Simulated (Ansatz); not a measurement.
# RbCo3: from a trial structure to a relaxed crystal

All numbers below come from DFT r2SCAN, scalar-relativistic, plane waves, PAW (Ansatz 0.2.0). Cutoff 500 eV, Γ-centred k mesh, Gaussian smearing, collinear spin, first started from parallel moments.

The start puts RbCo3 on the Cu3Au (L1_2) structure type (Pm-3m, No. 221), with Rb in place of Au, Co in place of Cu, at a guessed volume.

```yaml
crystal:
  lattice:
    - [4.11186, 0.00000, 0.00000]
    - [0.00000, 4.11186, 0.00000]
    - [0.00000, 0.00000, 4.11186]
  atoms:
    - { symbol: Rb, position: [0.00000, 0.00000, 0.00000] }
    - { symbol: Co, position: [0.00000, 0.50000, 0.50000] }
    - { symbol: Co, position: [0.50000, 0.00000, 0.50000] }
    - { symbol: Co, position: [0.50000, 0.50000, 0.00000] }
```

Cell and atoms relax at zero pressure; the relaxation can't lower the symmetry of the start.

Energies over the elements count from the elements' standard structures at the same level, with no empirical corrections.

Task: Which crystal results?

Result: It keeps Pm-3m (No. 221). The result has the Cu3Au (L1_2) structure. Conventional cell: a = 4.227 Å. Rb has 12 Co at 2.99 Å; Co has 4 Rb at 2.99 Å and 8 Co at 2.99 Å.

```
Rb Co
1.0
     4.22721    0.00000    0.00000
     0.00000    4.22721    0.00000
     0.00000    0.00000    4.22721
Rb Co
1 3
Cartesian
  0.0000 0.0000 0.0000
  0.0000 2.1136 2.1136
  2.1136 0.0000 2.1136
  2.1136 2.1136 0.0000
```

Task: What are its volume, energy, gap and moment?

Result: The volume per atom is 18.88 Å³. The density is 5.77 g/cm³, the energy over the elements is 1.55 eV/atom and the gap on the 12×12×12 mesh is 0 eV (a metal). The net moment per atom is 1.50 μB. The largest site moment is 2.01 μB.

The final run used a 12×12×12 mesh on its 4-atom cell and 0.10 eV smearing. For metals, differences of a few meV/atom aren't resolved. The magnetic state reached may not be the lowest. A structure relaxed within its symmetry needn't be a true minimum.

Cost: 3 runs of about 5.3 core-minutes in all, on Intel Xeon 6975P-C (Granite Rapids) (shared hosts).